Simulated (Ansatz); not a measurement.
# 1T (CdI2-type) VS2

Computed with PBE0 (Ansatz, a first-principles code, plane waves, PAW).

Run with plane-wave cutoff 460 eV, 9×9×6 k mesh (along the axes of the cell as run), Fermi–Dirac smearing 0.05 eV, spin-polarised start, scalar-relativistic PAW data made under PBE.

Cell: relaxed at this level.

```
Property                       Result
--------  ---------------------------
band gap  1.05 eV (on the SCF k mesh)
```

Note: the magnetic order was assumed, not searched for or taken from measurement; the cell comes from a level without a dispersion term, which matters for the spacing of layers, chains or molecules; the relaxation could not lower the start's symmetry, so the cell can be a saddle point above a distorted one; the cell has widely spaced layers and the level no dispersion term, so their spacing and the moduli can rest on weak binding.

Computing time: around 4 core-hours (rough).
